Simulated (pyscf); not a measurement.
Structures and frequencies: ωB97X-D3(BJ)/def2-SVP in PySCF.

Estimate by transition-state theory the rate constant of H₂O (SMILES O) + HO–Si(OH)(OH)–F (SMILES O[Si](O)(O)F) → HO–Si(OH)(OH)–OH (SMILES O[Si](O)(O)O) + HF (SMILES F) (singlet surface; H–O, F–Si broken, O–Si, F–H formed) at 1200 K, with ωB97M-D3(BJ)/def2-TZVP energies (ideal gas, 1 atm, RRHO with modes under 100 cm⁻¹ raised to 100, one conformer, R ln 2 for chiral ones without a mode under 150 cm⁻¹; no tunnelling).

The electronic barrier is 20.9 kcal/mol and the thermal terms add +49.8, so ΔG‡ = 70.7 kcal/mol. With k_BT/h = 2.50e+13 s⁻¹ and RT = 2.385 kcal/mol, and a volume of 1.64e-19 cm³ per molecule at 1 atm, k = 5.4e-19 cm³ molecule⁻¹ s⁻¹. Wigner's tunnelling factor for 539i cm⁻¹ would be 1.02. A shift of 1 kcal/mol in the barrier changes k by a factor 1.5. On the reactant side the descent ends in a bound adduct (not fully relaxed), 9.3 kcal/mol under the separated species and 30.4 kcal/mol under the saddle at ωB97X-D3(BJ)/def2-TZVP. On the product side the descent ends in a bound adduct (not fully relaxed), 10.9 kcal/mol under the separated species and 23.1 kcal/mol under the saddle at ωB97X-D3(BJ)/def2-TZVP. This is the saddle that the search found; another between the same sides may lie lower.
